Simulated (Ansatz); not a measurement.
Job for Ansatz (an electronic-structure program): U-BLYP/def2-TZVPPD on CH3 (SMILES [CH3]), 2S+1 = 2. Files ending in .json are basis or fitting sets from the Basis Set Exchange.

Ansatz 0.2 input:
```yaml
crystal:
  periodic: [false, false, false]
  atoms:
    - {symbol: C, position_ang: [0.00000000, 0.00000000, -0.00000000]}
    - {symbol: H, position_ang: [0.00000000, 0.00000000, 1.07731727]}
    - {symbol: H, position_ang: [-0.00000000, 0.93298412, -0.53865863]}
    - {symbol: H, position_ang: [0.00000000, -0.93298412, -0.53865863]}
basis:
  gaussian:
    orbitals: def2-TZVPPD.json
hamiltonian:
  xc: {name: BLYP}
magnetization: {spin_polarized: true, initial_magnetization: 1}
```

**Question.** What total energy does the run end on?

**Answer.** -39.8287 hartree.
